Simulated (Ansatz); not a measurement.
Reaction (hydrogenolysis of a C–C bond): `CC(F)OCF` + H₂ → `FCOCF` + CH₄

Calculated with Ansatz (gas phase, PBE0-D4/def2-TZVP geometries, no zero-point term in ΔE). CBS: MP2 limit from def2 TZ/QZ plus the TZ coupled-cluster correction, frozen cores. This one scheme is used for every species. Functionals use def2-TZVPP. Each species was taken in one conformer, which may not be the lowest.

```json
{"species": "`CC(F)OCF`", "PBE-D4 energy (Eh)": "-392.58653"}
{"species": "H₂", "PBE-D4 energy (Eh)": "-1.16621"}
{"species": "`FCOCF`", "PBE-D4 energy (Eh)": "-353.30303"}
{"species": "CH₄", "PBE-D4 energy (Eh)": "-40.46517"}
```

**Question.** Work out ΔE.

**Answer.** ΔE = (-353.30303) + (-40.46517) − (-392.58653) − (-1.16621) = -0.01546 Eh = -0.42 eV. CCSD(T)/CBS gives -0.41 eV.

Largest T1 diagnostic among the species: 0.012.

In def2-TZVPP, CCSD(T) changes the Hartree–Fock value by +0.18 eV (the triples alone add +0.04 eV) and MP2 by +0.20 eV. Leaving LDA and LC-ωPBE aside and taking each functional with its dispersion term where it has one, the values, not all of them listed here, spread over 0.10 eV, from B2PLYP to revPBE-D4. LDA lies +0.14 eV from PBE without D4. The D4 term adds +0.07 eV with B3LYP and +0.04 eV with PBE0; it sums over pairs of atoms, weighted by their polarisabilities, and B3LYP, whose exchange is more repulsive, gets the larger term.

B3LYP here is the variant with VWN-RPA as its local correlation; programs differ in this.
